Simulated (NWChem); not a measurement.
# HNO (nitroxyl): MP2/def2-TZVPPD

What is the energy change on altering one bond length of HNO (nitroxyl) at MP2/def2-TZVPPD? Input form: an ASE script.

The results are computed with NWChem 7.3.0.

3 further runs of the same task are left out: 3 set aside as unsound or not needed. Runs told in other sessions of the task aren't counted.

**1. The structure to begin with**

The species is HNO (3 atoms), meant as a singlet with charge 0. SMILES: `N=O`. The shape is that of a PBE0-D4/def2-TZVP optimisation.

Bond lengths: N1–O2 1.190 Å, N1–H3 1.063 Å. Angles: O2–N1–H3 108.9°.

**2. Energy and gradient at MP2/def2-TZVPPD**

File run.py:

```python
from ase import Atoms
from ase.calculators.nwchem import NWChem

atoms = Atoms(['N', 'O', 'H'], positions=[
    [-0.283700, 0.312790, -0.117160],
    [0.755300, 0.397200, 0.456500],
    [-0.471600, -0.709980, -0.339350],
])

calc = NWChem(
    label='hno',
    theory='mp2',
    memory='2200 mb',
    basis='def2-TZVPPD',
    basispar='spherical bse',
    scf={'nopen': '0', 'rhf': None, 'thresh': '1e-08', 'maxiter': '80'},
    mp2={'freeze': 'core 2', 'tight': None},
)
atoms.calc = calc

forces = atoms.get_forces()
e = atoms.get_potential_energy()
print(f"E = {e:.6f} eV")
print("forces (eV/A):")
for s, f in zip(atoms.symbols, forces):
    print(f"{s:2s} {f[0]:10.5f} {f[1]:10.5f} {f[2]:10.5f}")
```

Launch:

```
$ export ASE_NWCHEM_COMMAND="nwchem PREFIX.nwi > PREFIX.nwo"
$ python run.py
```

Log:

```text
E = -3545.085952 eV
forces (eV/A):
N    -1.85325   -0.35476   -1.04726
O     1.79998    0.13375    0.99234
H     0.05327    0.22096    0.05487
```

The calculator wrote hno.nwi:

```
title "hno"

permanent_dir hno

scratch_dir hno

start hno

geometry units angstrom nocenter noautosym noautoz
  N  -2.8370000000000001e-01 3.1279000000000001e-01 -1.1716000000000000e-01
  O  7.5529999999999997e-01 3.9720000000000000e-01 4.5650000000000002e-01
  H  -4.7160000000000002e-01 -7.0998000000000006e-01 -3.3934999999999998e-01
end

memory 2200 mb

basis spherical bse noprint
   * library def2-TZVPPD
end

scf
  nopen 0
  rhf
  thresh 1e-08
  maxiter 80
end
mp2
  freeze core 2
  tight
end

task mp2 gradient
```

hno.nwo, shortened:

```text
[...]
  functions       =    94
[...]
  wavefunction    = RHF
[...]
         Total SCF energy =   -129.845596414858
      One-electron energy =   -238.390952085949
      Two-electron energy =     77.848161737396
 Nuclear repulsion energy =     30.697193933695
        Time for solution =      6.7s
[...]
          Total MP2 energy          -130.279506860424
[...]
                         mp2 ENERGY GRADIENTS
    atom               coordinates                        gradient
                 x          y          z           x          y          z
   1 N      -0.536115   0.591087  -0.221400    0.036040   0.006899   0.020366
   2 O       1.427310   0.750599   0.862660   -0.035004  -0.002601  -0.019298
   3 H      -0.891195  -1.341668  -0.641279   -0.001036  -0.004297  -0.001067
[...]
```

Wall time 20 s (1 thread of AMD EPYC 9B45 (Zen 5), shared host); peak memory 0.22 GiB.

**3. The distorted shape: the energy at MP2/def2-TZVPPD**

File a.xyz:

```xyz
3

N     -0.227324     0.619652    -0.050496
O      0.811676     0.704062     0.523164
H     -0.471600    -0.709980    -0.339350
```

File run.py:

```python
from ase.io import read
from ase.calculators.nwchem import NWChem

mol = read('a.xyz')

calc = NWChem(
    label='a',
    theory='mp2',
    memory='2200 mb',
    basis='def2-TZVPPD',
    basispar='spherical bse',
    scf={'nopen': '0', 'rhf': None, 'thresh': '1e-08', 'maxiter': '80', 'print': 'low'},
    mp2={'freeze': 'core 2', 'tight': None},
    task='energy',
)
mol.calc = calc

print(f"energy = {mol.get_potential_energy():.6f} eV")
```

Launch:

```
$ export ASE_NWCHEM_COMMAND="nwchem PREFIX.nwi > PREFIX.nwo"
$ python run.py
```

Log:

```text
energy = -3544.310416 eV
```

The calculator wrote a.nwi:

```
title "a"

permanent_dir a

scratch_dir a

start a

geometry units angstrom nocenter noautosym noautoz
  N  -2.2732400000000000e-01 6.1965199999999998e-01 -5.0495999999999999e-02
  O  8.1167599999999995e-01 7.0406199999999997e-01 5.2316399999999996e-01
  H  -4.7160000000000002e-01 -7.0998000000000006e-01 -3.3934999999999998e-01
end

memory 2200 mb

basis spherical bse noprint
   * library def2-TZVPPD
end

scf
  nopen 0
  rhf
  thresh 1e-08
  maxiter 80
  print low
end
mp2
  freeze core 2
  tight
end

task mp2 energy
```

a.nwo, shortened:

```text
[...]
  functions       =    94
[...]
  wavefunction    = RHF
[...]
         Total SCF energy =   -129.801396304002
      One-electron energy =   -236.112029544866
      Two-electron energy =     76.704919328946
 Nuclear repulsion energy =     29.605713911917
        Time for solution =      7.9s
[...]
          Total MP2 energy          -130.251006432238
[...]
```

Wall time 9.9 s (1 thread of AMD EPYC 9B45 (Zen 5), shared host); peak memory 0.19 GiB.

**4. Outcome**

At MP2/def2-TZVPPD, 2 core orbitals frozen:

| quantity | value |
| --- | --- |
| first shape: total energy | -130.27951 Eh |
| first shape: dipole moment (of the density that the program reports) | 1.61 D |
| first shape: HOMO energy (Hartree–Fock orbitals) | -11.52 eV |
| first shape: LUMO energy (Hartree–Fock orbitals) | 2.16 eV |
| first shape: HOMO–LUMO gap (Hartree–Fock orbitals) | 13.69 eV |
| first shape: correlation energy (2 core orbitals frozen) | -433.9 mEh |
| first shape: largest force on an atom | 2.158 eV/Å |
| distorted shape: total energy | -130.25101 Eh |
| distorted shape: correlation energy (2 core orbitals frozen) | -449.6 mEh |
| energy change with the N1–H3 bond stretched from 1.063 to 1.382 Å | 0.776 eV |

In words: With the N1–H3 bond stretched from 1.063 to 1.382 Å the energy rises by 0.78 eV (74.8 kJ/mol). The first shape isn't relaxed at this level, so the change isn't measured from a minimum. The largest force (first shape) is 2.16 eV/Å: the shape isn't a stationary point for this species at this level.
